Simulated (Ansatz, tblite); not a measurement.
# The cluster ZnCl₃−: a ladder of methods and basis sets

Aim: run the singlet of the cluster ZnCl₃− at one geometry on many levels, and compare frontier levels, spin and run time.

Computed with Ansatz 0.2.0, Gaussian basis. Level: as each input shows.

The runs, in order: GFN1-xTB, GFN2-xTB, PBE-D4/def2-TZVPD, r2SCAN-D4/def2-TZVPD, B2PLYP/def2-TZVPD, CAM-B3LYP-D4/def2-TZVPD, HSE06-D4/def2-TZVPD, PBE-QIDH/def2-TZVPD, revPBE-D4/def2-TZVPD, PBE-D4/def2-SVPD, PBE0-D4/def2-SVPD, HF/STO-3G, CCSD(T)/def2-TZVPD, RPA/def2-TZVPD.

## Step 1: The structure

The geometry is that of the singlet, from an earlier relaxation (PBE-D4/def2-SVPD). At that level it is the lowest of the isomers that a small search found.

4 atoms, charge -1, spin multiplicity 1.

Bond lengths: Zn1–Cl2 2.242 Å, Zn1–Cl3 2.242 Å, Zn1–Cl4 2.242 Å. Angles: Cl2–Zn1–Cl3 120.0°, Cl2–Zn1–Cl4 120.0°, Cl3–Zn1–Cl4 120.0°.

The ion is computed in the gas phase, without counter-ions or solvent.

PBE0-D4/def2-TZVPD was run before; its log isn't repeated, and its numbers join the tables.

## Step 2: GFN1-xTB

Tight binding, by tblite at 300 K electronic temperature and without a spin-polarisation term:

```python
tblite.interface.Calculator('GFN1-xTB', numbers, positions, charge=-1, uhf=0).singlepoint()
```

Energy -380.1806 eV, HOMO -8.73 eV, LUMO -2.93 eV; 0.008 s.

## Step 3: GFN2-xTB

Tight binding, by tblite at 300 K electronic temperature and without a spin-polarisation term:

```python
tblite.interface.Calculator('GFN2-xTB', numbers, positions, charge=-1, uhf=0).singlepoint()
```

Energy -397.0343 eV, HOMO -7.52 eV, LUMO -2.45 eV; 0.013 s.

## Step 4: PBE-D4/def2-TZVPD

start.molden holds the orbitals of an earlier run on this state, given as this run's starting guess.

in.yaml reads:

```yaml
crystal:
  periodic: [false, false, false]
  atoms:
    - {symbol: Zn, position_ang: [-0.000163, 0.000052, 0.000073]}
    - {symbol: Cl, position_ang: [1.948307, -0.633502, -0.909775]}
    - {symbol: Cl, position_ang: [-1.888733, -1.087067, -0.526369]}
    - {symbol: Cl, position_ang: [-0.059410, 1.720528, 1.436072]}
basis:
  gaussian: {orbitals: def2-TZVPD, initial_orbitals: start.molden}
total_charge: -1
hamiltonian: {xc: pbe, dispersion: d4}
scf: {omitted_lower_state_checks: [starts]}
output: {orbitals: {seedname: orbitals}}
```

Started as:

```console
> ansatz run in.yaml --threads 4 --pin off --events-out ev --progress --plain --max-ram 3916MiB
```

Further steps of the session: r2SCAN-D4/def2-TZVPD; B2PLYP/def2-TZVPD; CAM-B3LYP-D4/def2-TZVPD; HSE06-D4/def2-TZVPD; PBE-QIDH/def2-TZVPD; revPBE-D4/def2-TZVPD; PBE-D4/def2-SVPD; PBE0-D4/def2-SVPD; HF/STO-3G; CCSD(T)/def2-TZVPD; RPA/def2-TZVPD.

Q: Predict the results of all the runs planned. Wanted: gap in def2-TZVPD, named functionals, smallest and largest; correlation energy, CCSD(T)/def2-TZVPD; PBE0 total energy, smallest basis above largest.

As calculated:

| quantity | value |
| --- | --- |
| gap in def2-TZVPD, named functionals, smallest and largest | 5.13 eV (PBE-D4), 9.18 eV (CAM-B3LYP-D4) |
| correlation energy, CCSD(T)/def2-TZVPD | -28.08 eV |
| PBE0 total energy, smallest basis above largest | 18.88 eV (def2-SVPD, def2-TZVPD) |

Orbital gaps of the named functionals in def2-TZVPD span 5.13 eV (PBE-D4) to 9.18 eV (CAM-B3LYP-D4); exact exchange widens it.
